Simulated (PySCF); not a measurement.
**Reading a saddle point**

A first-order saddle point of AlH3O, singlet, PBE0-D4/def2-TZVP, with one imaginary mode of 846i cm⁻¹:

```xyz
5
angstrom
Al -0.5847 -0.1079 0.2271
H 0.8778 0.6006 -0.7709
O 0.5446 -1.0449 0.9130
H 1.0971 -0.0305 -0.1967
H -1.9347 0.5827 -0.1724
```

Program: PySCF 2.14 with density fitting (its default auxiliary sets; JK sets also for MP2 and CCSD(T)). Basis: def2-TZVPP and def2-QZVPP. Cores are frozen in the correlated methods. Extrapolation: Hartree–Fock as exp(−7.88 √X), correlation as X^−2.97.

**Question.** Which contacts change along the imaginary mode, and what lies on either side? (A judgement: the text doesn't fix the answer.)

**Answer.** The calculation gives: The step is AlH₃O ([OH][AlH2]) → AlHO ([O][AlH]) + H₂, with the molecules in contact on both sides. Shortening one way: H2–H4; lengthening the same way: Al1–H2, O3–H4.
```tsv
pair	one side (Å)	saddle (Å)	other side (Å)
H2–H4	3.06	0.88	0.76
Al1–H2	1.59	1.91	2.51
O3–H4	0.96	1.60	2.65
```

**Question.** Which side is lower, and how far does the saddle lie above each? (Judge from chemistry; the value comes from the calculation.)

**Answer.** The calculation gives: The side with Al1–H2, O3–H4 short is lower by 242.1 kJ/mol; the saddle lies 275.7 kJ/mol above it and 33.6 kJ/mol above the other (CCSD(T) at an estimated basis limit (MP2 extrapolated from triple and quadruple zeta, plus CCSD(T) − MP2 in triple zeta); electronic energies).

No T1 diagnostic of these runs exceeds 0.033. The T1 diagnostic is large here, which may signal multireference character or strong orbital relaxation, so CCSD(T) is less sure.

Labels in which every atom is bracketed show which atoms are joined, not bond orders.

For scale, one of the runs: CCSD(T)/def2-TZVPP, 115 basis functions, launched by `OMP_NUM_THREADS=4 python run.py`. The run took about 21 s on 4 CPU threads of an AMD EPYC 7B13 (shared host).
